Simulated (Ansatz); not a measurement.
The input, for Ansatz 0.2.0:

```yaml
crystal:
  periodic: [false, false, false]
  atoms:
    - {symbol: Si, position_ang: [0.084376, 0.005225, 1.653752]}
    - {symbol: B, position_ang: [-0.080498, 0.013599, -0.229803]}
    - {symbol: H, position_ang: [-0.003878, -0.018825, -1.423949]}
basis:
  gaussian: {orbitals: 6-31G}
magnetization: {spin_polarized: false}
correlation: {method: ccsdt_q, electrons: outside_noble_gas}
accuracy: high
```

```sh
$ ansatz run in.yaml --threads 1 --pin off --events-out ev --progress --plain --max-ram 2393MiB
```

Q: Roughly how long does this take on 1 thread of Arm Neoverse V2, shared host, and how much host memory?

A: 1.4 s wall and 0.13 GiB.

```
510 factors; integrals over basis functions are off by at most 3.2e-9 eV
mean field evaluation 1: about -8543.7651 eV, gradient 8.6e0 eV
mean field evaluation 2: about -8543.7662 eV, gradient 8.6e0 eV
mean field evaluation 4: about -8544.2523 eV, gradient 1.1e0 eV
mean field evaluation 8: about -8544.2632 eV, gradient 6.2e-4 eV
mean field evaluation 16: about -8544.2509 eV, gradient 1.1e0 eV
mean field evaluation 32: about -8544.2632 eV, gradient 2.0e-8 eV
mean field evaluation 64: about -8544.2631 eV, gradient 1.1e-2 eV
mean field evaluation 96: about -8544.2632 eV, gradient 3.8e-5 eV
mean field evaluation 128: about -8544.2631 eV, gradient 2.3e-8 eV
mean field evaluation 160: about -8539.2959 eV, gradient 1.1e-1 eV
...
cycle  38  -3.24869683 eV  change   3.6e-10 eV  update   4.7e-9
cycle  39  -3.24869683 eV  change   1.4e-10 eV  update   2.8e-9
cycle  40  -3.24869683 eV  change    1.7e-9 eV  update   1.3e-9
cycle  41  -3.24869683 eV  change    1.5e-9 eV  update  7.1e-10
cycle  42  -3.24869683 eV  change   2.9e-10 eV  update  3.8e-10
cycle  43  -3.24869683 eV  change   1.4e-10 eV  update  2.9e-10
cycle  44  -3.24869683 eV  change   2.1e-11 eV  update  2.4e-10
cycle  45  -3.24869683 eV  change   3.1e-10 eV  update  2.0e-10
cycle  46  -3.24869683 eV  change   4.7e-10 eV  update  1.4e-10
cycle  47  -3.24869683 eV  change   3.6e-10 eV  update  1.0e-10
perturbative correction -0.03814418 eV, -0.0014017728 hartree
WARN: these amplitudes may be one of several solutions (largest doubles amplitude 0.60, level shift 0.00 eV)
Total energy: -8547.54999159 eV, -314.1166684534 hartree
```
